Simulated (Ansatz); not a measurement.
Candidates: bcc K, bcc Cs, fcc Rh, bcc Na, diamond-structure Ge, bcc Nb. Level: PBE0 in Ansatz (plane waves, PAW).

Ansatz's runs of these crystals have no spin polarisation. Meta-GGA and hybrid levels favour moments, which can bear on fcc Rh.

Spin–orbit coupling is left out, also for the solids with elements from indium on (bcc Cs); its size isn't shown.

Ansatz's density-functional and Hartree–Fock values are scalar-relativistic unless marked +SOC, with PAW data made under PBE.

### Question
Which of them have a computed equilibrium lattice constant a between 3.5 and 4.8 Å?

### Answer
fcc Rh, bcc Na. The values: bcc K 5.336 Å; bcc Cs 6.270 Å; fcc Rh 3.781 Å; bcc Na 4.226 Å; diamond-structure Ge 5.678 Å; bcc Nb 3.301 Å.

Ansatz is an electronic-structure program.
